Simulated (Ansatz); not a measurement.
**C₆H₁₂: up Jacob's ladder to CCSD(T)**

The task here is to estimate one member of a computed series from the others.

Method: functionals in def2-TZVPP, the program's frozen cores in correlated methods; program: Ansatz 0.2.0, Gaussian basis.

Levels to be run: PBE-D4, r2SCAN-D4, PBE0-D4, B3LYP-D4, ωB97X-V, ωB97M-V, B2PLYP; CCSD(T)/def2-TZVPP; MP2/def2-QZVPP; extrapolation to the limit.

## Structure used throughout

The geometry comes from an earlier relaxation with PBE0-D4 in a triple-zeta def2 set; it is a stationary point, not always the lowest conformer.

SMILES `C/C=C/C(C)C`, 18 atoms, charge 0, spin multiplicity 1.

Atoms are counted from 1 here; the program's logs count them from 0.

Bond lengths: C1–C2 1.491 Å, C1–H7 1.095 Å, C1–H8 1.095 Å, C1–H9 1.092 Å, C2–C3 1.327 Å, C2–H10 1.088 Å, C3–C4 1.499 Å, C3–H11 1.091 Å, C4–C5 1.528 Å, C4–C6 1.519 Å, C4–H12 1.100 Å, C5–H13 1.094 Å, C5–H14 1.093 Å, C5–H15 1.093 Å, C6–H16 1.092 Å, C6–H17 1.094 Å, C6–H18 1.092 Å. Angles: C2–C1–H7 111.2°, C2–C1–H8 111.2°, C2–C1–H9 111.4°, H7–C1–H8 106.5°, H7–C1–H9 108.1°, H8–C1–H9 108.1°, C1–C2–C3 124.7°, C1–C2–H10 116.1°, C3–C2–H10 119.3°, C2–C3–C4 127.2°, C2–C3–H11 118.1°, C4–C3–H11 114.8°, C3–C4–C5 109.9°, C3–C4–C6 114.1°, C3–C4–H12 106.8°, C5–C4–C6 110.9°, C5–C4–H12 107.0°, C6–C4–H12 107.8° and more.

Set-up of the first run:

Contents of in.yaml:

```yaml
crystal:
  periodic: [false, false, false]
  atoms:
    - {symbol: C, position_ang: [-1.730365, 1.334467, -1.811975]}
    - {symbol: C, position_ang: [-0.993575, 0.849612, -0.610143]}
    - {symbol: C, position_ang: [-0.377378, -0.322989, -0.524812]}
    - {symbol: C, position_ang: [0.390663, -0.859582, 0.645421]}
    - {symbol: C, position_ang: [1.814542, -1.210771, 0.216445]}
    - {symbol: C, position_ang: [0.399067, 0.059463, 1.854438]}
    - {symbol: H, position_ang: [-2.779896, 1.539907, -1.577303]}
    - {symbol: H, position_ang: [-1.305225, 2.271736, -2.185484]}
    - {symbol: H, position_ang: [-1.700333, 0.601857, -2.621122]}
    - {symbol: H, position_ang: [-0.975859, 1.522985, 0.243994]}
    - {symbol: H, position_ang: [-0.405569, -0.981824, -1.393722]}
    - {symbol: H, position_ang: [-0.097052, -1.800019, 0.941240]}
    - {symbol: H, position_ang: [2.360029, -0.308047, -0.072679]}
    - {symbol: H, position_ang: [1.816494, -1.890068, -0.639656]}
    - {symbol: H, position_ang: [2.361558, -1.692632, 1.030916]}
    - {symbol: H, position_ang: [-0.612808, 0.278973, 2.202634]}
    - {symbol: H, position_ang: [0.889947, 1.009040, 1.621825]}
    - {symbol: H, position_ang: [0.945739, -0.402118, 2.679983]}
basis:
  gaussian: {orbitals: def2-TZVPP}
hamiltonian: {xc: pbe, dispersion: d4}
output: {forces: true, orbitals: {seedname: orbitals}}
```

On the command line:

```console
$ ansatz run in.yaml --threads 2 --pin off --events-out ev --progress --plain --max-ram 32768MiB --backend cuda --devices 0, --max-vram 18GiB
```

Among the steps run: PBE-D4 (GGA); r2SCAN-D4 (meta-GGA); PBE0-D4 (hybrid); B3LYP-D4 (hybrid); ωB97X-V (range-separated); ωB97M-V (range-separated); B2PLYP (double hybrid); CCSD(T) in def2-TZVPP; MP2 in def2-QZVPP.

One of the session's tables, all rows but one given; the rest of the session is left out.

It belongs to the step «Atomisation energies». 

| method | atomisation energy (eV) |
| --- | --- |
| PBE-D4 | 77.199 |
| r2SCAN-D4 | 75.928 |
| PBE0-D4 | 76.349 |
| B3LYP-D4 | 75.867 |
| ωB97X-V | 75.768 |
| ωB97M-V | ? |
| B2PLYP | 75.106 |
| HF/def2-TZVPP | 57.553 |
| MP2/def2-TZVPP | 74.896 |
| CCSD/def2-TZVPP | 73.271 |
| CCSD(T)/def2-TZVPP | 74.177 |
| MP2/CBS | 76.425 |
| CCSD(T)/CBS | 75.706 |

Q: Estimate the row for ωB97M-V from the others.

As computed: atomisation energy (eV): 75.923. In the column «atomisation energy (eV)» it lies between B3LYP-D4 (75.867) and r2SCAN-D4 (75.928).

Limits of these values: Free atoms (6 C, 12 H) were run apart at each level; the atomisation energy is their sum less the molecule, without zero-point or spin-orbit terms.
